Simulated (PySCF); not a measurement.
Compound: NH₃.
Atom-mapped SMILES: `[NH3:1]` (hydrogens: H2, H3, H4 on N1)

A GFN2-xTB structure was refined with PySCF 2.14.0, PBE0-D3(BJ)/def2-SVP geometry optimisation, gas phase. Its GFN2-xTB values:

```json
{"coordinate": "N1–H2", "GFN2-xTB": "0.987 Å"}
{"coordinate": "H2–N1–H3", "GFN2-xTB": "109.7°"}
```

Question: How do these coordinates change at the PBE0-D3(BJ)/def2-SVP level?

Answer: 
| coordinate | PBE0-D3(BJ)/def2-SVP (Å or °) | change |
| --- | --- | --- |
| N1–H2 | 1.020 | +0.033 |
| H2–N1–H3 | 105.3 | -4.4 |

The energy falls by 0.042 eV over 6 energy and gradient evaluations, the largest force component goes from 0.0360 to 6.0e-05 Eh/bohr, and the atoms move by 0.023 Å rms after alignment. The bond that changes most is N1–H2 (ammonia nitrogen to N–H hydrogen), which lengthens by 0.033 Å. Bonds longer at the end by more than 0.005 Å: 1 of 3; shorter: 2. Rotational constants go from 304373, 289879, 186964 to 291800, 291761, 190805 MHz.

The run used 29 basis functions and 36 SCF cycles in all. Time: 1.5 s; peak memory 0.24 GiB. Hardware: Arm Neoverse V1, one thread, shared host with 32 logical CPUs at a one-minute load of 15.

No frequency check.
